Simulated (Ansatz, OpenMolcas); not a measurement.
# A ladder of methods for CF3 (SMILES F[C](F)F)

CF3: 4 atoms, total charge 0, spin state doublet. SMILES: `F[C](F)F`. The coordinates come from a PBE0-D4/def2-TZVP relaxation.

Each level gives the vertical ionisation energy (to the singlet cation) (eV). The values are calculated.

```tsv
level	kind	program	value (eV)	CPU time (all runs)
UHF/def2-SVPD	Hartree–Fock	Ansatz	11.67	4.3 s
UM06-L/def2-SVPD	meta-GGA	OpenMolcas	10.86	89 s
UB3LYP/def2-SVPD	global hybrid	OpenMolcas	11.25	60 s
U-wB97X/def2-SVPD	range-separated hybrid	Ansatz	11.20	40 s
UPBE-QIDH/def2-SVPD	double hybrid	Ansatz	11.39	15 s
RPA@PBE/def2-SVPD	RPA	Ansatz	10.93	16 s
UMP2/def2-SVPD	perturbation theory	Ansatz	10.96	4.9 s
UBCCD(T)/def2-SVPD	coupled cluster or CI	Ansatz	10.97	2 min
```

The values span 10.86 to 11.67 eV. Times are those of the runs behind each value, whatever else they computed, on shared processors of several kinds: orders of magnitude only.
